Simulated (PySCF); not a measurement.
Gas-phase reaction: BF2 + 2 BH3 ⇌ 2 BH2F + BH2

Energies from PySCF (xtb for GFN2), thermal terms from the rigid-rotor harmonic-oscillator model, ideal gas at 1 bar. † marks an energy on the PBE0/def2-TZVP geometry and frequencies; other levels use their own. MP2 and CCSD(T) freeze the core. 6-31G* has spherical d functions here. Open shells (unrestricted): BF2 (multiplicity 2), BH2 (multiplicity 2); the rest are closed-shell singlets. GFN2 has no spin-polarisation term. B3LYP is the form with VWN-RPA correlation. BH2F: computed as isolated molecules; such fragments, hydroxides, amides, oligomers or adducts are transient or little studied in the gas. MP2 isn't extrapolated to the basis-set limit. CCSD(T) isn't extrapolated to the basis-set limit.

| level | ΔH°(298 K), kJ |
|---|---|
| B3LYP/def2-TZVP† | 2 |
| CCSD(T)/def2-TZVPP† | ? |
| GFN2-xTB | -14 |
| HF/6-31G* | 3 |
| M06-2X/def2-TZVP† | ? |
| MP2/def2-SVP† | -6 |
| MP2/def2-TZVPP† | 2 |
| PBE/def2-SVP | ? |
| PBE0/def2-SVP† | -5 |
| r2SCAN/def2-TZVP† | ? |
| LDA/def2-TZVP† | 6 |

Q: What belongs in the gaps?

A: 
- CCSD(T)/def2-TZVPP†, ΔH°(298 K), kJ: 0
- M06-2X/def2-TZVP†, ΔH°(298 K), kJ: 8
- PBE/def2-SVP, ΔH°(298 K), kJ: -5
- r2SCAN/def2-TZVP†, ΔH°(298 K), kJ: 7
